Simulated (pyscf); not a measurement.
PySCF, gas phase, ωB97X-D3(BJ)/def2-SVP geometries.

Problem. `[F][W]([F])([F])([F])([SH])[SH]` → `[F][W]([F])([F])([F])=[S]` + `[SH2]`
Surface: singlet. Broken: H–S, S–W. Formed: H–S. Give ΔE‡ and ΔE from PBE/def2-TZVP, relative to the reactant's lowest minimum found.

Solution. ΔE‡ = 0.77 eV, ΔE = -0.35 eV. ωB97M-D3(BJ)/def2-TZVP gives 1.05 eV and -0.50 eV. Zero-point energy shifts the barrier by -0.13 eV. It is an elimination, with an imaginary mode of 1193i cm⁻¹. On the product side the descent ends in an adduct with a S–W contact, 0.04 eV under the separated species and 1.26 eV under the saddle at ωB97X-D3(BJ)/def2-TZVP. What is counted as broken (S–W) persists as a longer contact in the product adduct; parting that adduct is a step of its own. One saddle was located; it need not be the lowest between these sides. Elements past Kr carry the def2 core potentials, without spin-orbit coupling.
